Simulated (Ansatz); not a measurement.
Geometry optimisation, RKS PBE/cc-pVDZ in Ansatz.

input.yaml

```yaml
crystal:
  periodic: [false, false, false]
  atoms:
    - { symbol: Al, position_ang: [0.239868, 0.757585, -1.304349] }
    - { symbol: C, position_ang: [1.304308, -0.167005, 1.540552] }
    - { symbol: H, position_ang: [0.359582, -0.738205, 1.571568] }
    - { symbol: H, position_ang: [1.92842, -0.448164, 2.410237] }
    - { symbol: H, position_ang: [1.095295, 0.91834, 1.579602] }
    - { symbol: H, position_ang: [1.855718, -0.405414, 0.608528] }
    - { symbol: "N", position_ang: [-1.401254, 0.149551, -0.740662] }
    - { symbol: H, position_ang: [-1.696191, -0.18395, 0.183671] }
    - { symbol: H, position_ang: [-2.221045, 0.117261, -1.363149] }
basis:
  gaussian: { orbitals: cc-pVDZ }
hamiltonian:
  xc: pbe
relax:
  f_tol: 0.03
  max_steps: 50
output:
  orbitals: {}
```

Run as:

```bash
$ ansatz run input.yaml --threads 1 --pin off --max-ram 2048MiB --backend cpu --events-out ev --progress --plain --runs-dir out
```

Problem. Where does it end, and by what steps?

Solution. It converged. The force dipped under the threshold on the way, but the program's further checks kept it going. After 47 steps the energy has fallen by 0.094 eV; Al1 moved furthest, 1.74 Å.

| step | energy less start (eV) | largest force component (eV/Å) | accepted |
| --- | --- | --- | --- |
| 0 | 0.0000 | 0.180 | yes |
| 2 | -0.0391 | 0.188 | yes |
| 4 | -0.0435 | 0.228 | no |
| 6 | -0.0468 | 0.150 | yes |
| 8 | -0.0481 | 0.092 | yes |
| 10 | -0.0477 | 0.295 | no |
| 12 | -0.0501 | 0.079 | yes |
| 14 | -0.0509 | 0.054 | yes |
| 16 | -0.0515 | 0.050 | yes |
| 18 | -0.0518 | 0.003 | yes |
| 20 | -0.0521 | 0.030 | yes |
| 22 | -0.0523 | 0.045 | yes |
| 24 | -0.0528 | 0.081 | yes |
| 26 | -0.0537 | 0.102 | yes |
| 28 | -0.0553 | 0.200 | yes |
| 30 | -0.0602 | 0.030 | yes |
| 32 | -0.0464 | 0.514 | no |
| 34 | -0.0666 | 0.198 | yes |
| 36 | 0.0059 | 1.321 | no |
| 38 | -0.0765 | 0.179 | yes |
| 40 | -0.0806 | 0.034 | yes |
| 42 | -0.0850 | 0.259 | yes |
| 44 | -0.0889 | 0.052 | yes |
| 46 | -0.0919 | 0.316 | yes |
| 47 | -0.0941 | 0.005 | yes |

```xyz
9
Properties=species:S:1:pos:R:3
Al -0.819 0.515 -2.663
C 1.352 -0.190 1.760
H 0.616 -0.111 0.936
H 1.246 -1.168 2.267
H 1.182 0.622 2.493
H 2.375 -0.101 1.348
N -1.353 0.208 -0.927
H -1.527 0.928 -0.212
H -1.606 -0.702 -0.517
```

Run time: 110 s on 1 thread of Arm Neoverse V1, with other jobs on the host, peak memory 0.12 GiB.
